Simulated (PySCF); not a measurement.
Molecule (SMILES): P (PH3).
Geometry (B3LYP-D3(BJ)/def2-TZVP, fixed):
```xyz
4

P      0.0029     0.0016     0.1282
H     -0.0038     1.1839    -0.6561
H      1.0120    -0.6137    -0.6568
H     -1.0521    -0.5944    -0.6098
```

Basis-set convergence of the mean static polarisability at PBE0 with PySCF. All functions are spherical. Density fitting with generated auxiliary sets. No added dispersion term, no relativity. Reference: the value in aug-pcseg-3, 30.89 bohr³, itself unsure by roughly 0.3 % (its mean distance from aug-cc-pV(Q+d)Z, aug-pcseg-2, aug-cc-pV(T+d)Z). Deviations are taken from unrounded values.

```tsv
basis	functions
6-31G**	33
6-311G**	44
6-311+G**	48
6-311++G(2d,2p)	65
6-311++G(3df,3pd)	101
```

Q: Which is the smallest Pople set listed that can be trusted to 5 % here, that is, within that of the reference together with its larger relatives (same family, alike in diffuse functions; a set with none to test it counts only in the reference's own line)?

A: Of the sets listed that have larger relatives (same family, alike in diffuse functions), none stays within 5 % of the reference together with them. Inside, with no larger relative to test it: 6-311++G(3df,3pd). Value minus reference over the reference: 6-31G** -32.5, 6-311G** -23.1, 6-311+G** -21.4, 6-311++G(2d,2p) -13.1, 6-311++G(3df,3pd) -3.8 %.
